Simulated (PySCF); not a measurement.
Li₂Br₂, optimised at B3LYP/6-31G*:

```xyz
4

Li    -1.3038    -0.3086     0.0126
Br     0.3413    -1.8235    -0.8158
Li     1.2833     0.3370    -0.4540
Br    -0.3618     1.8519     0.3744
```

Energies from PySCF (xtb for GFN2), thermal terms from the rigid-rotor harmonic-oscillator model, ideal gas at 1 bar. 6-31G* has spherical d functions here. All species are closed-shell singlets. B3LYP is the form with VWN-RPA correlation. Br: all electrons, no relativistic terms.

List the harmonic frequencies (cm⁻¹, unscaled) at this level and at the other levels, each on its own geometry.


- B3LYP/6-31G*: 129, 153, 312, 395, 412, 464
- GFN2-xTB: 95, 124, 331, 334, 378, 419
- HF/6-31G*: 131, 155, 316, 387, 409, 457
- PBE/def2-SVP: 133, 154, 324, 404, 420, 474
- PBE0/def2-TZVP: 133, 154, 330, 412, 420, 479
